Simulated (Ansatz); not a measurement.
C3H6F2O can be A, `CC(F)OCF`, or B, `CCOC(F)F`.

Gas-phase electronic energies from Ansatz, PBE0-D4/def2-TZVP geometries. CCSD(T)/CBS adds triple-zeta CCSD(T) − MP2 to the extrapolated MP2 energy (def2 sets, frozen cores). DFT in def2-TZVPP. Each species was taken in one conformer, which may not be the lowest.

A:

```xyz
12

C     0.7363    0.0562   -1.6297
C     0.4419    0.2957   -0.1813
F     0.3758    1.6580    0.0600
O    -0.7885   -0.2720    0.1271
C    -1.0796   -0.3310    1.4728
F    -0.3563   -1.3346    2.0781
H    -0.0767    0.4567   -2.2370
H     0.8270   -1.0143   -1.8163
H     1.6691    0.5485   -1.9045
H     1.2218   -0.0909    0.4839
H    -2.1384   -0.5752    1.5607
H    -0.8322    0.6028    1.9862
```

B:

```xyz
12

C    -1.574    0.840   -0.246
C    -0.185    0.515    0.233
O     0.238   -0.680   -0.418
C     1.420   -1.159    0.019
F     1.597   -2.366   -0.530
F     2.452   -0.373   -0.390
H    -1.582    0.989   -1.326
H    -1.927    1.756    0.232
H    -2.267    0.032   -0.003
H    -0.169    0.359    1.320
H     0.513    1.325   -0.004
H     1.485   -1.239    1.113
```

(1) Which is lower in electronic energy at CCSD(T)/CBS, and by how much? (Estimate.)

(2) Give E(B) − E(A) in kJ/mol with BLYP-D4, PBE-D4, B2PLYP, MP2/def2-TZVPP, HF/def2-TZVPP, r2SCAN-D4, PBE0-D4. (Best estimate.)

(3) Does the order hold for the free energy at 298.15 K (harmonic terms from PBE0-D4)? (Estimate.)

Largest T1 diagnostic: 0.011.

Results:

(1) Computed: B, by 7.1 kJ/mol.

(2) The calculation gave: BLYP-D4 -4.5, PBE-D4 -8.5, B2PLYP -7.8, MP2/def2-TZVPP -10.1, HF/def2-TZVPP -11.2, r2SCAN-D4 -10.0, PBE0-D4 -10.5. None reverses the order clearly.

(3) The calculation gave: Yes: G(B) − G(A) = -8.3 kJ/mol, for one conformer each.

At CCSD(T), def2-SVP lies −6.0 kJ/mol from the extrapolated value and def2-TZVPP −1.8 kJ/mol. From BLYP to BHLYP (50 % exact exchange), in def2-TZVPP and without D4, E(B) − E(A) moves by −3.5 kJ/mol.
